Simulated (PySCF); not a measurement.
## Reproducing measurements on chloromethane

**Experimental background.**

From NIST CCCBDB Release 22 (SRD 101), experimental polarizabilities, for the gas: mean polarisability 4.416 Å³.

The runs below try to reproduce these values; the comparison stands at the end.

Species: chloromethane, CH₃Cl.
Atom-mapped SMILES: `[CH3:1][Cl:2]` (hydrogens: H3, H4, H5 on C1)

Cartesian coordinates in Å at the GFN2-xTB level; atoms count from 1:
```xyz
5
CH3Cl angstrom
C     -0.1495   -0.0027   -0.0081
Cl     1.6266    0.0355    0.0473
H     -0.5206   -0.0611    1.0103
H     -0.4945    0.9069   -0.4896
H     -0.4534   -0.8758   -0.5770
```

Runs made with PySCF (gas phase, on this GFN2-xTB geometry; no spin–orbit coupling):

```csv
level,job,basis functions,wall time
B3LYP/def2-SVPD,"8 singlets by full TDDFT, 3 Tamm–Dancoff triplets, polarisability",71,1.8 s
```

Hardware: Arm Neoverse V1, one thread, shared host.

**Comparison with experiment**

**Mean polarisability.** Measured: 4.416 Å³ (NIST CCCBDB Release 22 (SRD 101), experimental polarizabilities).

```csv
level,computed (Å³),computed − measured (Å³),% (from the printed values)
B3LYP/def2-SVPD,4.331,-0.085,-2
```

The computed values are static and purely electronic, with core orbitals frozen in the response (1 au = 0.148185 Å³). The table of measured values doesn't say here whether a value is static or optical, or holds a vibrational part.

No measured geometry was used, and the causes of the misses weren't examined.
